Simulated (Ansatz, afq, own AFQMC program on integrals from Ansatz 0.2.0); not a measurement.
## In, doublet: AFQMC among the cluster methods

A free In atom.

Basis def2-TZVP with its core potentials. Only valence electrons are correlated. AFQMC by an in-house program on the Cholesky factors that Ansatz 0.2.0 writes for its CCSD(T) run. The CISD trial takes its coefficients from CCSD amplitudes. Released means that phaseless walkers are propagated on without the constraint, phases kept. Free projection: walkers drawn from exp(T), propagated without any constraint. Its projection time is finite, and what remains of the start isn't in its error. Uncertainties: one standard error, sampling alone. No spin–orbit coupling.

Determinant: UHF, the one that the program's search chose, which needn't be the lowest solution.

Full CI on the same integrals is exact in this basis and with this determinant's frozen core.

Cautions: no spin-orbit coupling; inner d shell frozen.

The T1 diagnostic is 0.0127. The weight of the determinant in the CISD state is 0.946, the ⟨S²⟩ of the determinant is 0.763 and the size of the correlated space is 3 electrons in 41 orbitals.

Reference: full CI, correlation energy -1.154 eV. The released energy is read at 1.50 1/Eh (meV from the phaseless value at times in 1/Eh: -2.2 ± 1.2 at 0.24, -0.2 ± 0.4 at 0.50, -1.2 ± 0.3 at 1.00, -1.4 ± 0.3 at 1.50).

```tsv
level	E − E(reference) (kJ/mol)	share of correlation (%)
HF	111.3	0.00
MP2	32.8	70.55
CCSD	2.6	97.67
CCSD(T)	0.7	99.40
ph-AFQMC/HF	5.9 ± 0.9	94.74
ph-AFQMC/CISD	0.2 ± 0.04	99.84
released AFQMC	0.0 ± 0.02	99.96
free AFQMC	0.0 ± 0.02	100.01
```

Free projections are given only where their last times agree within the noise and don't stop above the reference; a slow remainder of the start can still hide under it. A walk keeps the symmetry of its determinant, which the program's search chose and which needn't be the lowest solution, so a lower state of the same spin and another symmetry isn't excluded. Released energies are given only where the last usable release times agree within the noise; a slower fall can still hide under it.
